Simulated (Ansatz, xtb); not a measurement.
**Relaxing a trial structure of CH5F2N2O+**

The starting geometry of this gas-phase singlet was built from a drawn formula by distance geometry and a force field; its bonds are those of `NO[NH2+]C(F)F`.

```xyz
11

C     2.0881    0.3282   -0.9249
F     2.4447    1.0695   -1.9314
F     2.7870   -0.8325   -0.9206
N    -1.2266   -0.3830    0.0897
N     0.6624   -0.0603   -1.0661
O     0.2056   -0.7752   -0.0601
H    -1.2710   -0.1768    1.0901
H    -1.6876   -1.2965   -0.0256
H     0.1420    0.8397   -1.2379
H     0.6595   -0.5717   -1.9468
H     2.1746    0.8399    0.0458
```

Problem. Predict what it relaxes into with r2SCAN-D4/def2-SVP.

Solution. It keeps its bonds, and is `NO[NH2+]C(F)F`.

The energy falls by 0.39 eV over 27 steps:

```json
{"step": "1", "E − E(last) (eV)": "0.387"}
{"step": "4", "E − E(last) (eV)": "0.032"}
{"step": "7", "E − E(last) (eV)": "0.030"}
{"step": "10", "E − E(last) (eV)": "0.029"}
{"step": "13", "E − E(last) (eV)": "0.027"}
{"step": "15", "E − E(last) (eV)": "0.025"}
{"step": "18", "E − E(last) (eV)": "0.021"}
{"step": "21", "E − E(last) (eV)": "0.009"}
{"step": "24", "E − E(last) (eV)": "0.001"}
{"step": "27", "E − E(last) (eV)": "0.000"}
```

Final geometry (Å):

| atom | x (Å) | y (Å) | z (Å) |
| --- | --- | --- | --- |
| C | 1.8887 | 0.3648 | -0.7503 |
| F | 2.4344 | 1.1519 | -1.6618 |
| F | 2.6456 | -0.6766 | -0.4903 |
| N | -0.7723 | -0.2493 | 0.3595 |
| N | 0.6302 | -0.1884 | -1.4283 |
| O | -0.1010 | -1.0648 | -0.5883 |
| H | -0.4870 | -0.6252 | 1.2702 |
| H | -1.7664 | -0.4693 | 0.2299 |
| H | 0.0181 | 0.5901 | -1.7392 |
| H | 0.9065 | -0.7628 | -2.2465 |
| H | 1.5820 | 0.9108 | 0.1572 |

From the same start GFN2-xTB ends elsewhere, in pieces: CH3F2N + H2NO.

The end wasn't checked by frequencies. Run with Ansatz 0.2.0, 88 s on 2 threads of Arm Neoverse V1 (shared host).
